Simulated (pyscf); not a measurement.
Elementary routes open to H₂O (SMILES O) + H₂N–Zr(Cl)(Cl)–Cl (SMILES [NH2][Zr]([Cl])([Cl])[Cl]) in the gas phase (singlet surface):
A. H₂N–Zr(OH)(Cl)–Cl (SMILES [NH2][Zr]([OH])([Cl])[Cl]) + HCl (SMILES Cl) (Cl–Zr, H–O broken; O–Zr, Cl–H formed)
B. HO–Zr(Cl)(Cl)–Cl (SMILES [OH][Zr]([Cl])([Cl])[Cl]) + NH₃ (SMILES N) (H–O, N–Zr broken; O–Zr, H–N formed)

Optimised with ωB97X-D3(BJ)/def2-SVP in PySCF.

Rank the routes by free-energy barrier at 298 K, lowest first, for ωB97M-D3(BJ)/def2-TZVP energies (ideal gas, 1 atm, RRHO with modes under 100 cm⁻¹ raised to 100, one conformer, R ln 2 for chiral ones without a mode under 150 cm⁻¹).

B (4.3 kcal/mol), A (14.4 kcal/mol)

Route B is the fastest of these, ahead of the next by 10.1 kcal/mol. The most stable products are those of B (ΔG = -15.3 kcal/mol), so kinetics and thermodynamics agree. At 1200 K B is still the fastest. A: On the reactant side the descent ends in an adduct with a O–Zr contact (not fully relaxed), 20.4 kcal/mol under the separated species and 25.3 kcal/mol under the saddle at ωB97X-D3(BJ)/def2-TZVP. On the product side the descent ends in an adduct with a Cl–Zr contact, 5.3 kcal/mol under the separated species and 2.6 kcal/mol under the saddle at ωB97X-D3(BJ)/def2-TZVP. B: On the reactant side the descent ends in an adduct with a O–Zr contact, 20.4 kcal/mol under the separated species and 11.7 kcal/mol under the saddle at ωB97X-D3(BJ)/def2-TZVP. On the product side the descent ends in an adduct with a N–Zr contact (not fully relaxed), 25.4 kcal/mol under the separated species and 33.1 kcal/mol under the saddle at ωB97X-D3(BJ)/def2-TZVP. Only these routes are compared; each barrier is that of the saddle found, and lower ones may exist. Elements past Kr carry the def2 core potentials, without spin-orbit coupling.
